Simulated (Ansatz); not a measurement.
Computed with Ansatz on PBE0-D4/def2-TZVP structures; ΔE is electronic, products minus reactants. CCSD(T)/CBS is the MP2 limit (def2-TZVPP, def2-QZVPP) plus CCSD(T) − MP2 in def2-TZVPP, frozen cores. Functionals use def2-TZVPP. One conformer a species, not always the lowest.

Consider the formal exchange of groups at a C–C bond: `CCC(C)C(=O)O` + propene → methacrylic acid + `CCCC`.

```
             level  ΔE (kJ/mol)
RPA@PBE/def2-TZVPP         -4.7
     CCSD/def2-SVP         -7.5
```

(1) What does CCSD(T)/CBS give? (Best estimate.)

Largest T1 diagnostic among the species: 0.014.

Answers

(1) The calculation gave: -5.2 kJ/mol. The listed levels differ from it by 0.5, -2.3 kJ/mol.

Leaving LDA and LC-ωPBE aside and taking each functional with its dispersion term where it has one, the values, not all of them listed here, spread over 6.7 kJ/mol, from B97M-V to ωB97M-V. From BLYP to BHLYP (50 % exact exchange), in def2-TZVPP and without D4, ΔE moves by +4.7 kJ/mol.
